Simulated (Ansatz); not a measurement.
A nudged elastic band was laid between two geometries of BFH2 + H3P (8 atoms, charge 0, multiplicity 1).

The calculation used RKS B3LYP-D4/def2-SVP in Ansatz.

```yaml
movable_images: 7
climbing_image: yes
spring: 5.0 eV/Å²
optimiser: quadratic models (default)
start_path: through a guess of the saddle point
force_threshold: 0.05 eV/Å
iteration_limit: 60
end_points: relaxed
```

First end point:

```xyz
8
Properties=species:S:1:pos:R:3
B 0.009 0.380 -0.055
H -0.224 0.784 1.059
H 1.118 0.263 -0.518
F -1.018 0.079 -0.830
P 0.230 -3.016 1.110
H -0.727 -2.602 0.133
H 1.334 -2.478 0.380
H 0.062 -1.833 1.898
```

Last end point:

```xyz
8
Properties=species:S:1:pos:R:3
B 0.273 -0.742 -0.301
H -0.681 0.799 2.200
H 1.278 -0.078 -0.411
F -0.886 -0.159 -0.573
P 0.321 -2.530 0.395
H -0.706 -3.102 -0.409
H 1.430 -2.978 -0.377
H -0.244 0.369 2.652
```

**Question.** Which bonds break or form, and what moves?

**Answer.** Bonds broken: B1–H2, P5–H8. Bonds formed: B1–P5, H2–H8. BFH2 + H3P becomes BFH3P + H2.

**Question.** Give the energies along the band, and the barrier.

**Answer.** The run converged. The highest image is number 4 of 0 to 8, 27.7 kcal/mol above the first end and 25.0 kcal/mol above the last; the last end lies 2.7 kcal/mol above the first. A vibrational analysis at the climbing image gives one clearly imaginary mode, 958i cm⁻¹: a first-order saddle point. The orbitals stay closed-shell, which can raise the energy where a bond breaks towards radicals; this wasn't checked here.

| image | path coordinate (Å) | energy (kcal/mol) | B1–H2 (Å) | P5–H8 (Å) | B1–P5 (Å) |
| --- | --- | --- | --- | --- | --- |
| 0 | 0.00 | 0.0 | 1.21 | 1.43 | 3.60 |
| 1 | 0.59 | 0.1 | 1.21 | 1.43 | 3.51 |
| 2 | 1.19 | 1.4 | 1.21 | 1.44 | 3.16 |
| 3 | 1.78 | 10.1 | 1.22 | 1.50 | 2.65 |
| 4 | 2.38 | 27.7 | 1.32 | 1.83 | 2.21 |
| 5 | 3.02 | 14.0 | 1.78 | 2.32 | 1.97 |
| 6 | 3.67 | 6.2 | 2.32 | 2.74 | 1.94 |
| 7 | 4.31 | 3.3 | 2.75 | 3.13 | 1.92 |
| 8 | 4.95 | 2.7 | 3.09 | 3.72 | 1.92 |

**Question.** What is the geometry of the highest image?

**Answer.** 
```xyz
8
Properties=species:S:1:pos:R:3
B 0.112 -0.293 0.210
H -0.273 0.369 1.280
H 1.250 0.066 0.066
F -0.814 -0.223 -0.779
P 0.391 -2.362 0.939
H -0.821 -2.770 0.307
H 1.179 -2.504 -0.237
H -0.240 -0.706 1.392
```

**Question.** What are the harmonic wavenumbers there?

**Answer.** 958i, 30, 243, 475, 682, 702, 755, 879, 1039, 1086, 1146, 1216, 1263, 2118, 2196, 2404, 2421, 2637 cm⁻¹.

The band took 32 iterations and of the order of 7 core-minutes.

The run took 7 min on 1 thread of Arm Neoverse V1 (shared host), peak memory 0.13 GiB.
